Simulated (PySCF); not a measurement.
Molecule (SMILES): C#N (CH-N).
Geometry (B3LYP-D3(BJ)/def2-TZVP, fixed):
```xyz
3

C      0.0000     0.0000    -0.4969
N      0.0000     0.0000     0.6493
H      0.0000     0.0000    -1.5636
```

Basis-set convergence of the isotropic shielding of C1 at PBE with PySCF. GIAO, no density fitting; atoms are numbered in the order shown. All functions are spherical. No added dispersion term, no relativity. Reference: the value in pcSseg-3, 71.32 ppm, itself unsure by roughly 1.09 ppm (its mean distance from cc-pCVQZ, pcseg-3, pcSseg-2). Deviations are taken from unrounded values.

```
basis        functions
-----------  ---------
pcseg-0             20
pcseg-1             33
aug-pcseg-1         55
pcseg-2             74
aug-pcseg-2        115
pcseg-3            153
```

Question: Which is the smallest pcseg set listed that can be trusted to 10 ppm here, that is, within that of the reference together with its larger relatives (same family, alike in diffuse functions; a set with none to test it counts only in the reference's own line)?

Answer: The smallest set listed that lies within 10 ppm of the reference with all its larger relatives (same family, alike in diffuse functions; a set with none counts only in the reference's own line) is pcseg-2 (74 functions, 4.03 ppm off). Inside, with no larger relative to test it: aug-pcseg-2. Value minus reference: pcseg-0 29.07, pcseg-1 19.50, aug-pcseg-1 17.90, pcseg-2 4.03, aug-pcseg-2 3.41, pcseg-3 1.29 ppm.
